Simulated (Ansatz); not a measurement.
A calculation with Ansatz (development build ahead of 0.2.0).

```yaml
crystal:
  periodic: [false, false, false]
  atoms:
    - { symbol: P, position_ang: [0.0, 0.0, 0.1154] }
    - { symbol: H, position_ang: [0.0, 1.0256, -0.8655] }
    - { symbol: H, position_ang: [0.0, -3.0769, -2.8272] }
basis:
  gaussian: { orbitals: pcseg-2 }
magnetization:
  spin_polarized: true
  initial_magnetization: 1
hamiltonian:
  xc: r2scan
```

The input is written out in the form of the current development build from the run's settings.

The run gave:

| Property | Result |
| --- | --- |
| Converged | yes |
| Total energy | -342.36336 hartree |
| Spin squared of the determinant | 1.757 |
| Stability test | minimum |

Caution: charge can spread falsely over distant fragments; the unrestricted determinant is a mixture of spin states.
